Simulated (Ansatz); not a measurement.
## Width of the whole s-p valence band of diamond at several levels of theory

No measured value is used here.

| level (code) | value (eV) | cell (Å³/atom) |
|---|---|---|
| LDA (Ansatz) | ___ | 5.67 |
| PBE (Ansatz) | ___ | 5.67 |
| PBE-D3(BJ) (Ansatz) | 21.59 | 5.63 |
| r²SCAN-D4 (Ansatz) | 22.82 | 5.61 |
| r²SCAN+rVV10 (Ansatz) | 22.79 | 5.63 |
| HSE06 (Ansatz) | 23.52 | 5.67 |
| Hartree–Fock (Ansatz) | 29.29 | 5.67 |

### Question
What belongs in the gaps?

### Answer

- LDA (Ansatz, a first-principles code), value (eV): 21.32
- PBE (Ansatz), value (eV): 21.47

Widths are read from band energies on the run's k points.  Values are at the measured cell; PBE-D3(BJ) at the level's own relaxed cell; r²SCAN-D4 at the level's own equilibrium cell; r²SCAN+rVV10 at the level's own equilibrium cell. Cutoffs and k meshes differ between the levels. Ansatz's density-functional and Hartree–Fock values are scalar-relativistic unless marked +SOC, with PAW data made under PBE.
